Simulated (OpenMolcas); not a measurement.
## BH3 (borane): methods side by side

The species is BH3 (4 atoms), meant as a singlet with charge 0. SMILES: `B`. The coordinates come from a PBE0-D4/def2-TZVP relaxation.

| atom | x (Å) | y (Å) | z (Å) |
| --- | --- | --- | --- |
| B | 0.0139 | -0.0151 | -0.0051 |
| H | 0.9822 | 0.3817 | 0.5688 |
| H | -0.2762 | -1.1718 | 0.0430 |
| H | -0.6644 | 0.7449 | -0.6269 |

Each level gives the energy change with the B1–H3 bond stretched from 1.193 to 1.492 Å (eV). The values are calculated.

```json
{"level": "HF/3-21G (restricted)", "kind": "Hartree–Fock", "program": "OpenMolcas", "value (eV)": "0.75", "less FCI/3-21G": "+0.14", "CPU time (all runs)": "3.2 s"}
{"level": "SVWN5/3-21G (restricted)", "kind": "LDA", "program": "OpenMolcas", "value (eV)": "0.60", "less FCI/3-21G": "-0.01", "CPU time (all runs)": "5.7 s"}
{"level": "PBE/3-21G (restricted)", "kind": "GGA", "program": "OpenMolcas", "value (eV)": "0.61", "less FCI/3-21G": "0.00", "CPU time (all runs)": "6.5 s"}
{"level": "r2SCAN/3-21G (restricted)", "kind": "meta-GGA", "program": "OpenMolcas", "value (eV)": "0.66", "less FCI/3-21G": "+0.05", "CPU time (all runs)": "7.7 s"}
{"level": "M06-2X/3-21G (restricted)", "kind": "hybrid meta-GGA", "program": "OpenMolcas", "value (eV)": "0.72", "less FCI/3-21G": "+0.11", "CPU time (all runs)": "7.7 s"}
{"level": "B2PLYP/3-21G (restricted)", "kind": "double hybrid", "program": "OpenMolcas", "value (eV)": "0.69", "less FCI/3-21G": "+0.08", "CPU time (all runs)": "6.4 s"}
{"level": "MP2/3-21G (restricted)", "kind": "perturbation theory", "program": "OpenMolcas", "value (eV)": "0.68", "less FCI/3-21G": "+0.07", "CPU time (all runs)": "3.2 s"}
{"level": "CISD/3-21G (restricted)", "kind": "coupled cluster or CI", "program": "OpenMolcas", "value (eV)": "0.63", "less FCI/3-21G": "+0.02", "CPU time (all runs)": "3.5 s"}
{"level": "FCI/3-21G", "kind": "exact in the basis", "program": "OpenMolcas", "value (eV)": "0.61", "less FCI/3-21G": "0.00", "CPU time (all runs)": "7.4 s"}
```

FCI/3-21G is exact within its basis and frozen core, so for wave-function methods in that basis the difference is their error; functionals converge differently with the basis, so for them it is only a difference. The first shape isn't each level's own minimum. The values span 0.60 to 0.75 eV. All rows use very small basis sets, so even the best lies far from the true value. CPU times are rough (shared hosts, several kinds of processor): they show what a rung costs within a factor of a few.
